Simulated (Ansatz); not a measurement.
**Abstraction of H: C2H6S2 + MgCl → C2H5S2 + MgHCl**

Gas-phase species: C2H6S2 (dimethyl disulfide) `CSSC`, singlet; MgCl, doublet; C2H5S2 `[CH2]SSC`, doublet; MgHCl `[MgH][Cl]`, singlet. A radical takes H: the energy is the difference in strength between the C–H bond broken and the Mg–H bond made.

Shapes, held fixed at every level: PBE0-D4/def2-TZVP. Flexible molecules stand in one conformer, not always the lowest. Programs: Ansatz 0.2.0. The zero-point and thermal change to 298 K, harmonic and unscaled (PBE0-D4/def2-TZVP), is -20.9 kJ/mol.

```csv
level,kind,ΔH(298 K) (kJ/mol),less CCSD(T)/def2-TZVPP
MP2/def2-SVP,perturbation theory,+132.4,+22.4
B3LYP-D4/def2-TZVPP,global hybrid,+101.7,-8.3
wB97M-V/def2-TZVPP,range-separated hybrid,+99.1,-10.9
wB97X-V/def2-TZVPP,range-separated hybrid,+102.2,-7.8
CCSD(T)/def2-SVP,coupled cluster or CI,+115.0,+5.0
CCSD/def2-SVP,coupled cluster or CI,+113.9,+3.9
CCSD(T)/def2-TZVPP,coupled cluster or CI,+110.0,0.0
```

The highest level, CCSD(T)/def2-TZVPP, gives ΔH(298 K) = +110.0 kJ/mol; the levels span +99.1 to +132.4. The column of differences is taken from that level and isn't an error. No measured value is set beside it here. Open shells run unrestricted. Outer-core shells of Mg are correlated, in sets that cover them unevenly. Sets without diffuse functions underbind ionic bonds of s-block metals.
